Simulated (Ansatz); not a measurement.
We consider wurtzite MgTe, described by LDA (PAW; Ansatz, a program for electronic structure).

Run with plane-wave cutoff 520 eV, 12×12×6 k mesh (along the axes of the cell as run), Fermi–Dirac smearing 0.01 eV, scalar-relativistic PAW data made under PBE.

On both sides of the equilibrium volume: at 31.655 Å³/atom the pressure is 0.81 GPa and the direct gap at Γ 2.521 eV; at 32.947 Å³/atom they are -0.74 GPa and 2.336 eV. The fitted bulk modulus is 38.7 GPa.

Question: Work out the volume deformation potential of this gap and its pressure coefficient, in two ways.

Answer: a_V = dE_g/d ln V = (2.336 − 2.521)/ln(32.947/31.655) = -4.62 eV. Since dP = −B d ln V, dE_g/dP = −a_V/B = 119 meV/GPa. Straight from the pressures: (2.521 − 2.336)/(0.81 − (-0.74)) = 119 meV/GPa. At this level and over this range the gap at Γ widens under pressure.

Spin–orbit coupling is not included; with these elements it can move the gap by several tenths of an eV or more.
